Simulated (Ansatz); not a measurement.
# Strontium, fcc under PBEsol: structure, energy and stiffness

The plan for strontium in the fcc structure: relax it, solve it on a dense k-mesh, switch on spin-orbit coupling, then scale the cell to 7 volumes from 88 to 112 % of the relaxed one and try a fit of the equation of state. The k-meshes are 9×9×9 for the relaxation; 15×15×15 for the dense run; 9×9×9 for spin-orbit coupling; 15×15×15 for the volumes. It starts from a deposited cell (COD).

Program: Ansatz 0.2.0. Level of theory: DFT PBEsol, plane waves (420 eV) with PAW, scalar-relativistic; PAW files made under PBE, frozen cores solved again for the functional. These are calculated values, not measurements.

### Step 1. The structure to begin with

Symmetry: Fm-3m, No. 225, cubic system. The conventional cell has a = 6.085 Å, b = 6.085 Å, c = 6.085 Å, α = 90.00°, β = 90.00°, γ = 90.00°. Sr (site symmetry m-3m) has 12 Sr at 4.30 Å as nearest neighbours.

Structure file:

```
Sr
1.0
     0.00000    3.04235    3.04235
     3.04235    0.00000    3.04235
     3.04235    3.04235    0.00000
Sr
1
Cartesian
  0.0000 0.0000 0.0000
```

### Step 2. Relaxing cell and atoms

Input file input.yaml:

```yaml
crystal:
  lattice:
    - [0.0, 3.04235, 3.04235]
    - [3.04235, 0.0, 3.04235]
    - [3.04235, 3.04235, 0.0]
  atoms:
    - { symbol: Sr, position: [0.0, 0.0, 0.0] }
hamiltonian:
  xc: pbesol
  pseudopotentials:
    kind: paw
    azcp:
      Sr: "pseudopotentials/Sr.paw.azcp"
basis:
  ecutwfc: 420
  fft_grid_basis: typed
kpoints:
  mp_grid: { grid: [9, 9, 9], shift: [0, 0, 0] }
magnetization:
  spin_polarized: false
scf:
  occupations: { method: fermi_dirac, width: 0.1 }
relax:
  max_steps: 60
  f_tol: 0.01
  cell: {}
```

Further steps of the session: Dense single point; A two-component run at the same geometry; Volume × 0.88; Volume × 0.92; Volume × 0.96; Volume × 1.0; Volume × 1.04; Volume × 1.08; Volume × 1.12.

Q: Predict the outcome of this session. Wanted: space group; conventional cell; volume; shortest distance; gap on the mesh; V₀, B₀, B₀′.

As calculated:

```
                      quantity                          value
space group (spins left aside)                Fm-3m (No. 225)
             conventional cell                    a = 5.934 Å
                        volume                 52.230 Å³/atom
             shortest distance                        4.196 Å
   against the measured volume        -7.3 % (56.319 Å³/atom)
               gap on the mesh   none (levels filled in part)
                   V₀, B₀, B₀′  52.000 Å³/atom, 12.4 GPa, 3.3
```

Against experiment, PBEsol misses the volume by -7.3 %. Levels at the Fermi energy are filled in part, as in a metal. The total energy of the spin-orbit run lies -0.60 eV/atom from the scalar one, but the two kinds of run don't share a zero of energy: only differences within one kind count. B₀ comes out at 12.4 GPa, a soft solid.
